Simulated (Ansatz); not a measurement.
For 1T (CdI2-type) TaS2 (undistorted form, which takes a superstructure on cooling), LDA in Ansatz (PAW) gives:

| Quantity | Value |
|---|---|
| equilibrium lattice constant a | 3.293 Å |
| lattice parameter c | 5.726 Å |
| cohesive energy | 6.90 eV/atom |

**Question.** What does PBE-D3(BJ) in Ansatz (PAW) give for the same quantities?

**Answer.** 
- lattice constant a: 3.329 Å (goes up by 1.1 %)
- lattice parameter c: 5.788 Å (increases by 1.1 %)
- cohesive energy: 6.19 eV/atom (shrinks by 0.71 eV/atom)

Changes are worked out from the printed values.

Unless a cell is named, each level is at its own relaxed cell (LDA 17.93, PBE-D3(BJ) 18.52 Å³/atom).

Levels without +SOC leave out spin–orbit coupling, which shifts energies and cells of such heavy elements.

Caveats: LDA has no dispersion term either, though it tends to give short spacings of layers, chains or molecules (LDA). Ansatz's density-functional and Hartree–Fock values are scalar-relativistic unless marked +SOC, with PAW data made under PBE.

Ansatz is an electronic-structure program.
